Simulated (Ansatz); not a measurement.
Ideal-gas functions of H2O4P−, SMILES `O=P([O-])(O)O` at 400 K and 1 bar, from an Ansatz frequency run at PBE0-D4/def2-TZVPD.

Molar mass 96.99 g/mol, point group C2 (symmetry number 2), electronic degeneracy 1, moments of inertia 103.914, 110.968, 114.351 u Å². Harmonic wavenumbers (cm⁻¹, unscaled): 201, 321, 324, 390, 432, 499, 506, 784, 813, 1036, 1058, 1112, 1334, 3880, 3881.

Use S(trans) = R[1.5 ln M + 2.5 ln T − 1.1517]; rotational temperatures θ = 24.2544 K / I; S(rot) = R[ln(√π/σ · √(T³/θAθBθC)) + 1.5]; for each mode x = 1.438777 ν̃/T, S = R[x/(eˣ − 1) − ln(1 − e⁻ˣ)] and H = RT x/(eˣ − 1); 1 cm⁻¹ = 0.0119627 kJ/mol; R = 8.31446 J/(mol·K).

Problem. By hand: the entropy, in J/(mol·K).

Solution. Translation 172.0. Rotation: θ = 0.2334, 0.2186, 0.2121 K, giving 105.0. Vibration, mode by mode: 11.19, 7.57, 7.50, 6.15, 5.44, 4.48, 4.40, 2.00, 1.84, 0.97, 0.91, 0.77, 0.40, 0.00, 0.00, in all 53.6. Electronic 0.0. Sum 330.6 J/(mol·K).

Problem. By hand: H − E and G − E in kJ/mol, counted from the electronic energy.

Solution. Zero-point energy ½ × 16571 × 0.0119627 = 99.1; thermal vibration 13.2; translation, rotation and pV give 4 RT = 13.3. H − E = 125.6 kJ/mol, and G − E = 125.6 − 400 × 330.6/1000 = -6.6 kJ/mol.

Vibration gives 16 % of the entropy. The sum counts one conformer and one mirror image; others add a mixing term.
